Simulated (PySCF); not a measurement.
Simulated outer-valence photoelectron spectrum of `[H]/N=C\C#C/C=N/[H]`. Theory: EOM-IP-CCSD/aug-cc-pVDZ in PySCF, restricted Hartree–Fock reference, 6 core orbitals frozen, non-relativistic, gas phase, PBE0-D3(BJ)/def2-SVP geometry.

Each root has a Gaussian of 0.8 eV full width with its one-hole share as area; cross sections and vibrations are left out, and the highest printed point is 100.

(ionisation energy (eV), intensity): (9.2, 0), (9.4, 1), (9.6, 4), (9.8, 15), (10.0, 36), (10.2, 66), (10.4, 91), (10.6, 100), (10.8, 93), (11.0, 79), (11.2, 64), (11.4, 47), (11.6, 29), (11.8, 14), (12.0, 7), (12.2, 9), (12.4, 19), (12.6, 31), (12.8, 38), (13.0, 35), (13.2, 30), (13.4, 31), (13.6, 37), (13.8, 37), (14.0, 27), (14.2, 14), (14.4, 5), (14.6, 2), (14.8, 3), (15.0, 9), (15.2, 22), (15.4, 39), (15.6, 53), (15.8, 59), (16.0, 54), (16.2, 41), (16.4, 24), (16.6, 10), (16.8, 3), (17.0, 1), (17.2, 0)

Problem. Where are the maxima, and how many lines lie under the curve?

Solution. 4 maxima, at 10.6, 12.8, 13.7 and 15.8 eV, from 8 lines. At this width some lines have no maximum of their own.

Problem. List the lines with their holes.

Solution. 
```json
{"E (eV)": "10.35", "leading hole (HF orbital)": "HOMO", "area": "0.96", "Koopmans (eV)": "10.33"}
{"E (eV)": "10.52", "leading hole (HF orbital)": "HOMO-2", "area": "0.94", "Koopmans (eV)": "12.57"}
{"E (eV)": "10.83", "leading hole (HF orbital)": "HOMO-3", "area": "0.93", "Koopmans (eV)": "12.67"}
{"E (eV)": "11.30", "leading hole (HF orbital)": "HOMO-1", "area": "0.95", "Koopmans (eV)": "11.36"}
{"E (eV)": "12.80", "leading hole (HF orbital)": "HOMO-4", "area": "0.93", "Koopmans (eV)": "13.17"}
{"E (eV)": "13.73", "leading hole (HF orbital)": "HOMO-5", "area": "0.92", "Koopmans (eV)": "14.40"}
{"E (eV)": "15.57", "leading hole (HF orbital)": "HOMO-6", "area": "0.94", "Koopmans (eV)": "17.23"}
{"E (eV)": "16.04", "leading hole (HF orbital)": "HOMO-7", "area": "0.93", "Koopmans (eV)": "18.06"}
```

The widest gap, 1.84 eV, lies between 13.73 and 15.57 eV. Only orbitals with −ε under 21 eV, eight at most, were ionised, so the high end of the curve may lack lines.
